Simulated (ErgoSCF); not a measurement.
# Slater/DunningDZ run of B2H3F (SMILES BBF)

What is the vertical ionisation energy of B2H3F at Slater/DunningDZ? 

Program for the calculation: ErgoSCF 3.8.

9 further runs of the same task are left out: 1 that didn't finish, 8 set aside as unsound or not needed.

### Step 1. The molecule

B2H3F has 6 atoms, charge 0, and is taken as a singlet. SMILES: `BBF`. The coordinates come from a GFN2-xTB relaxation.

Bond lengths: B1–B2 1.648 Å, B2–F3 1.324 Å, B1–H4 1.171 Å, B1–H5 1.171 Å, B2–H6 1.188 Å. Angles: B1–B2–F3 125.3°, B1–B2–H6 121.9°, F3–B2–H6 112.8°, B2–B1–H4 122.3°, B2–B1–H5 122.2°, H4–B1–H5 115.3°.

### Step 2. A single-point energy at Slater/DunningDZ

The input, run.inp:

```
# single point, B2FH3
set_nthreads("env")
molecule_inline
B  -0.78170411 0.41882000 -1.33376870
B  0.73910968 -0.38567420 1.26139219
F  2.45870376 1.01240187 2.42164623
H  -0.05608707 -0.13303672 -3.34970963
H  -2.74344770 1.44089727 -1.28151777
H  0.38342543 -2.35342712 2.28197658
EOF
spin_polarization = 0
scf.output_mulliken_pop = 1
scf.convergence_threshold = 1e-06
scf.max_number_of_iterations = 80
basis = "DunningDZ"
scf.use_diagonalization = 1
tmpdir = "."
run "Slater"
```

Launch:

```console
$ ergo < run.inp
```

Output:

```text
[...]
INSC SCF_general constructor, number of basis functions: 36
[...]
INSC Energy   1 =       -102.15924766621
[...]
INDE E_LUMO =         -0.08863363528
[...]
INSC Energy  28 =       -148.65774064477  ( diff      0.000000000000313 )
[...]
RESC CONVERGED after  28 iterations.
RESC FINAL ENERGY:       -148.65774064477
[...]
INSC SCF: dipole_moment_x [atomic units] =      -0.33271241
INSC SCF: dipole_moment_y [atomic units] =      -0.19340798
INSC SCF: dipole_moment_z [atomic units] =      -0.28157786
[...]
```

It took 11 s on 1 thread of Intel Xeon at 2.50GHz (Skylake/Cascade Lake), shared host; peak memory 0.27 GiB.

### Step 3. The doublet cation

The input, input.ego:

```
set_nthreads(1)
basis = "DunningDZ"
scf.use_diagonalization = 1
tmpdir = "."
charge = 1
spin_polarization = 1
scf.output_mulliken_pop = 1
scf.convergence_threshold = 1e-06
scf.max_number_of_iterations = 80
molecule_inline
B     -0.78170411     0.41882000    -1.33376870
B      0.73910968    -0.38567420     1.26139219
F      2.45870376     1.01240187     2.42164623
H     -0.05608707    -0.13303672    -3.34970963
H     -2.74344770     1.44089727    -1.28151777
H      0.38342543    -2.35342712     2.28197658
EOF
run "Slater"
```

Launch:

```console
$ ergo input.ego
```

Output:

```text
[...]
INSC SCF_general constructor, number of basis functions: 36
[...]
INSC Energy   1 =        -98.86072075055
[...]
INDE E_LUMO =         -0.48896498019
[...]
INSC Energy  36 =       -148.31070797897  ( diff     -0.000000000007873 )
[...]
RESC CONVERGED after  36 iterations.
RESC FINAL ENERGY:       -148.31070797897
RESC FINAL <S2> =          0.75182238466
[...]
INSC SCF: dipole_moment_x [atomic units] =      -0.06671796
INSC SCF: dipole_moment_y [atomic units] =      -0.24641583
INSC SCF: dipole_moment_z [atomic units] =       0.10731660
[...]
```

Wall time 14 s (1 thread of Intel Xeon at 2.50GHz (Skylake/Cascade Lake), shared host); peak memory 0.27 GiB.

### Step 4. Summary of results

At Slater/DunningDZ:

```
                                          quantity          value
                       singlet B2H3F: total energy  -148.65774 Eh
                      singlet B2H3F: dipole moment         1.21 D
                      doublet cation: total energy  -148.31071 Eh
                              doublet cation: ⟨S²⟩          0.752
vertical ionisation energy (to the doublet cation)       9.443 eV
```

What this shows: The vertical ionisation energy comes to 9.44 eV (911 kJ/mol). Mulliken charges (doublet cation) run from -0.14 on B1 to +0.31 on H6.
